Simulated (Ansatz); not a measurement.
The first iterations of a band of Cl₂H₂Si (5 atoms, charge 0, multiplicity 1).

The calculation used Ansatz, RKS PBE/def2-SVP.

| Item | Value |
| --- | --- |
| movable images | 9 |
| climbing image | yes |
| spring | 5.0 eV/Å² |
| optimiser | quadratic models (default) |
| start path | through a guess of the saddle point |
| force threshold | 0.05 eV/Å |
| iteration limit | 60 |
| end points | relaxed |

First end point:

```xyz
5
Properties=species:S:1:pos:R:3
Si 0.289 -0.009 0.087
Cl 0.660 -0.032 2.124
H 1.599 -0.031 -0.635
H -0.518 1.208 -0.235
Cl -0.795 -1.684 -0.467
```

Last end point:

```xyz
5
Properties=species:S:1:pos:R:3
Si -0.266 0.228 -0.852
Cl 1.409 0.172 1.385
H 2.450 -0.287 0.754
H -1.150 1.000 0.164
Cl -1.206 -1.661 -0.576
```

| iteration | highest image above the first end (eV) | largest band force component (eV/Å) |
| --- | --- | --- |
| 1 | 4.201 | 6.382 |
| 2 | 3.167 | 2.868 |

**Question.** Does the band converge within its limit, and where does its top end?

**Answer.** The forces met the threshold. It ended after 8 iterations with the highest image 2.655 eV above the first end. A vibrational analysis at the climbing image gives one clearly imaginary mode, 286i cm⁻¹: a first-order saddle point. The orbitals stay closed-shell, which can raise the energy where a bond breaks towards radicals; this wasn't checked here.

Time of the run: 56 s on 1 thread of Intel(R) Xeon(R) 6975P-C (Granite Rapids), with other jobs on the host, peak memory 0.13 GiB.
